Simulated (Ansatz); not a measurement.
The cell was built from the bcc type and relaxed in the same program; it needn't be a known or the stable phase. The listed cell was then made from it by scaling, straining or moving an atom.

Mo: DFT, PBE, all-electron LAPW, scalar-relativistic (Ansatz 0.2.0). What sets it apart from a plain run of this crystal: volume scaled by 0.98.

Command: `ansatz run input.yaml --threads 1 --pin off --max-ram 2048MiB --backend cpu --events-out ev --progress --plain --runs-dir out` The run took about 8.6 s on 1 thread of a shared machine.

```yaml
crystal:
  lattice:
    - [-1.5694125632, 1.5694125632, 1.5694125632]
    - [1.5694125632, -1.5694125632, 1.5694125632]
    - [1.5694125632, 1.5694125632, -1.5694125632]
  atoms:
    - { symbol: Mo, position: [0.0, 0.0, 0.0] }
kpoints:
  mp_grid: { grid: [16, 16, 16] }
scf:
  occupations: { method: fermi_dirac, width: 0.03 }
hamiltonian:
  xc: pbe
  pseudopotentials: { kind: all_electron, lapw: { basis_error: 0.0005 } }
output:
  forces: true
  stress: true
  eigenvalues: true
```

Output (standing set-up lines are left out):

```
LAPW: plane waves up to 8.452 Å⁻¹, error target 5.0e-4 eV per atom; small_component_spin mean_spin; Mo in spheres of 1.359 Å, 30 of its electrons in bands, Dirac shells []
Crystal: 1 atoms, lattice volume = 15.462 Å³
Basis set: ecut = 272.1980093253152 eV, 141 PW (Γ), exchange–correlation at level 2
iter 1 solved again at ethr=9.30e-4 eV; its pass at ethr=1.00e-1 eV (dr2=2.79e-1 eV) is discarded
SCF iter   1: F=—  HF=-110178.441206 eV  |F-HF|=—  |Δ(HF+E_count)|=         —  Δρ=5.57e-2  dr2=2.80e-1  ethr=9.30e-4  ⟨swp⟩=2.3  Hψ=16932  notcnv=0
preconditioner: auto → Kerker (q_TF=auto, 3.047 Å⁻¹)  [metal: Δε(μ)=0.035 eV  Ē_g=8.721 eV  σ=0.030 eV  W_gap=0.28  n_scr=12 (ndim 8)  ℏωp=23.1 eV  f_vac=0.000  D(μ)=0.61/eV (n_scr^D=0)]
SCF iter   2: F=—  HF=-110177.863742 eV  |F-HF|=—  |Δ(HF+E_count)|=   5.77e-1  Δρ=2.29e-2  dr2=5.55e-2  ethr=9.30e-4  ⟨swp⟩=2.2  Hψ=8573  notcnv=0
SCF iter   3: F=—  HF=-110177.847743 eV  |F-HF|=—  |Δ(HF+E_count)|=         —  Δρ=1.34e-2  dr2=2.26e-2  ethr=1.85e-4  ⟨swp⟩=2.0  Hψ=8087  notcnv=0  defer=1
the basis was enlarged: its passes take 948.4 KiB over the memory plan, 1 of 1 planned eigensolver slots
SCF iter   4: F=—  HF=-110177.847174 eV  |F-HF|=—  |Δ(HF+E_count)|=   5.69e-4  Δρ=4.98e-3  dr2=4.04e-3  ethr=7.52e-5  ⟨swp⟩=2.0  Hψ=7627  notcnv=0
iter 5 solved again at ethr=9.64e-7 eV; its pass at ethr=1.35e-5 eV (dr2=2.89e-4 eV) is discarded
SCF iter   5: F=—  HF=-110177.847744 eV  |F-HF|=—  |Δ(HF+E_count)|=   5.71e-4  Δρ=1.36e-3  dr2=2.88e-4  ethr=9.64e-7  ⟨swp⟩=2.0  Hψ=13516  notcnv=0
SCF iter   6: F=—  HF=-110177.847744 eV  |F-HF|=—  |Δ(HF+E_count)|=   5.97e-7  Δρ=2.81e-4  dr2=6.44e-6  ethr=9.62e-7  ⟨swp⟩=2.0  Hψ=7988  notcnv=0
SCF iter   7: F=-110177.847745 eV  HF=-110177.847745 eV  |F-HF|=1.25e-8  |Δ(HF+E_count)|=   9.84e-7  Δρ=2.37e-5  dr2=3.40e-8  ethr=2.15e-8  ⟨swp⟩=2.0  Hψ=7988  notcnv=0
SCF 1 converged in 7 iterations: F = -110177.847745 eV  dr2 = 3.40e-8
SCF converged after 7 iterations
Free energy (F): -110177.847745 eV
Harris-Foulkes:  -110177.847745 eV  (|F-HF|=1.25e-8)
Internal energy: -110177.846639 eV  (E = F + TS)
E sigma→0 (E₀):  -110177.847192 eV
Entropy (-TS):   -0.001106 eV (-1.106 meV/atom)
Fermi energy:    23.751691 eV
--- Per-component energies (eV) ---
  E_band       = -4070.336889
  E_kinetic    = 114179.483075
  E_xc         = -3371.469999
  E_electrostatic = -220985.859714  (all electrons and nuclei)
  E_smearing   = -0.001106  (= −TS)
  E_closure    = 0.000000  (closes the sum)
  E_atoms      = -110166.923224  (free atoms, spherical and without spin; not in F)
  Σ components = -110177.847745   (vs F -110177.847745, Δ=0.00e0)
  Basis errors (estimates in eV, not in F): energy 1.1e-4 per atom: plane waves 9.4e-5 (4.9e-5 summed), levels above the bands 3.4e-135, relativity 3.8e-8, radial functions 1.9e-5, core shells 1.8e-7; eigenvalues (radial functions only) 2.5e-6; not estimated: angular momenta, meshes, grids; target (lapw.basis_error) 5.0e-4; muffin-tin radii Mo 1.359 Å
--- Forces (eV/Å), atoms counted from 1 ---
  atom   1  Mo    -0.00000000    -0.00000000    -0.00000000
  max |Σ_I F_I| component: 1.71e-30 eV/Å
--- Stress (GPa, compression-positive) ---
        5.475922      -0.000000       0.000000
       -0.000000       5.475922       0.000000
        0.000000       0.000000       5.475922
  P = ⅓ Tr σ = 5.4759 GPa (54.759 kbar)
--- Band table (eV; the first three rows and the last of 145) ---
  k-point 0: bands = ["-352.0926", "-352.0926", "-352.0926", "-193.9910", "-193.9910", "-193.9624", "-193.9624", "-193.9624", "-37.5346", "-10.7682", "-10.7682", "-10.7682", "16.4789", "22.3631", "22.3631", "22.3631", "25.4272", "25.4272", "38.4468"]
  k-point 1: bands = ["-352.0926", "-352.0926", "-352.0926", "-193.9910", "-193.9910", "-193.9624", "-193.9624", "-193.9624", "-37.5243", "-10.8274", "-10.7864", "-10.7687", "16.6538", "22.2636", "22.3465", "22.5276", "25.2800", "25.4295", "38.5781"]
  k-point 2: bands = ["-352.0926", "-352.0926", "-352.0926", "-193.9910", "-193.9910", "-193.9624", "-193.9624", "-193.9624", "-37.4949", "-10.9941", "-10.8380", "-10.7700", "17.1451", "21.9928", "22.2704", "23.0126", "24.9841", "25.4450", "38.8709"]
  k-point 144: bands = ["-352.0926", "-352.0926", "-352.0926", "-193.9910", "-193.9910", "-193.9623", "-193.9623", "-193.9623", "-37.0645", "-11.7655", "-11.7655", "-11.7655", "18.2236", "18.2236", "27.7887", "27.7887", "27.7887", "32.8777", "32.8777"]
```
